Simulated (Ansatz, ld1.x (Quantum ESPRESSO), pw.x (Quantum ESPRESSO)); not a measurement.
# What a changed setting does to a pw.x run (diamond S)

Potential: norm-conserving Troullier–Martins (Kleinman–Bylander form), ld1.x (Quantum ESPRESSO) 7.5, LDA (PW92); core [Ne], reference 3s1.5 3p4.5; waves: 3s (bound): rc 1.40 bohr; 3p (bound): rc 1.65 bohr; 3d channel at 0.3 Ry: rc 1.45 bohr; local part: the d channel; core correction: Bessel-smoothed model core, default radius (core density twice the valence density).

The reference run (k-mesh 8³, cutoffs 75/300 Ry, Fermi–Dirac 0.01 Ry, mixing_beta 0.4, conv_thr 1e-9, no spin) gives -0.51 GPa at 22.380 Å³/atom, where all-electron LAPW gives 0.01 GPa. This run, with its own iteration cap, changes nspin = 2 with starting_magnetization to -0.3.

```
&control
  calculation='scf', prefix='x', pseudo_dir='./', outdir='./tmp', tstress=.true., disk_io='none'
/
&system
  ibrav=0, nat=2, ntyp=1, ecutwfc=75, ecutrho=300, nbnd=14,
  occupations='smearing', smearing='fd', degauss=0.01, nspin=2, starting_magnetization(1)=-0.3
/
&electrons
  conv_thr=1e-09, mixing_beta=0.4, electron_maxstep=50
/
ATOMIC_SPECIES
S 1.0 S.UPF
CELL_PARAMETERS angstrom
  0.00000000 2.81808028 2.81808028
  2.81808028 0.00000000 2.81808028
  2.81808028 2.81808028 0.00000000
ATOMIC_POSITIONS crystal
S 0.0000 0.0000 0.0000
S 0.2500 0.2500 0.2500
K_POINTS automatic
8 8 8 0 0 0
```

```bash
pw.x < S.scf.in > S.scf.out
```

How does the run end?

It converges in 8 iterations; the free energy moves by +0.0 meV/atom and the pressure by +0.00 GPa. The result is that of the reference run.

```
Message from routine setup:
     using ibrav=0 with symmetry is DISCOURAGED, use correct ibrav instead
     lattice parameter (alat)  =       7.5313  a.u.
     unit-cell volume          =     302.0555 (a.u.)^3
     number of electrons       =        12.00
     number of Kohn-Sham states=           14
     kinetic-energy cutoff     =      75.0000  Ry
     charge density cutoff     =     300.0000  Ry
     scf convergence threshold =      1.0E-09
     Exchange-correlation= PW
     atomic species   magnetization
     number of k points=    29  Fermi-Dirac smearing, width (Ry)=  0.0100
     iteration #  1     ecut=    75.00 Ry     beta= 0.40
     total energy              =     -61.48070382 Ry
     estimated scf accuracy    <       0.02017756 Ry
     total magnetization       =    -1.17 Bohr mag/cell
     absolute magnetization    =     1.17 Bohr mag/cell
     iteration #  2     ecut=    75.00 Ry     beta= 0.40
     total energy              =     -61.50639457 Ry
     estimated scf accuracy    <       0.00790397 Ry
     total magnetization       =    -0.89 Bohr mag/cell
     absolute magnetization    =     0.89 Bohr mag/cell
     iteration #  3     ecut=    75.00 Ry     beta= 0.40
     total energy              =     -61.51536315 Ry
     estimated scf accuracy    <       0.00148332 Ry
     total magnetization       =    -0.44 Bohr mag/cell
     absolute magnetization    =     0.44 Bohr mag/cell
     iteration #  4     ecut=    75.00 Ry     beta= 0.40
     total energy              =     -61.51898582 Ry
     estimated scf accuracy    <       0.00005519 Ry
     total magnetization       =    -0.05 Bohr mag/cell
     absolute magnetization    =     0.05 Bohr mag/cell
     iteration #  5     ecut=    75.00 Ry     beta= 0.40
     total energy              =     -61.51911395 Ry
     estimated scf accuracy    <       0.00000437 Ry
     total magnetization       =     0.01 Bohr mag/cell
     absolute magnetization    =     0.01 Bohr mag/cell
     iteration #  6     ecut=    75.00 Ry     beta= 0.40
     total energy              =     -61.51911751 Ry
     estimated scf accuracy    <       0.00000042 Ry
     total magnetization       =     0.00 Bohr mag/cell
     absolute magnetization    =     0.00 Bohr mag/cell
     iteration #  7     ecut=    75.00 Ry     beta= 0.40
     total energy              =     -61.51911790 Ry
     estimated scf accuracy    <       0.00000002 Ry
     total magnetization       =    -0.00 Bohr mag/cell
     absolute magnetization    =     0.00 Bohr mag/cell
     iteration #  8     ecut=    75.00 Ry     beta= 0.40
     the Fermi energy is     5.2025 ev
!    total energy              =     -61.51911794 Ry
     estimated scf accuracy    <          5.3E-10 Ry
     smearing contrib. (-TS)   =      -0.00746451 Ry
     The total energy is F=E-TS. E is the sum of the following terms:
     one-electron contribution =      -0.51894882 Ry
     hartree contribution      =       5.63370441 Ry
     xc contribution           =     -30.21135433 Ry
     ewald contribution        =     -36.41505469 Ry
     total magnetization       =    -0.00 Bohr mag/cell
     absolute magnetization    =     0.00 Bohr mag/cell
     convergence has been achieved in   8 iterations
          total   stress  (Ry/bohr**3)                   (kbar)     P=       -5.10
     Message from routine punch:
     Nothing written, as per user request (disk_io='none')
```

The run took about 73 s on one core of a shared host (Neoverse-N1, 64 threads, 498 GiB, load 22).
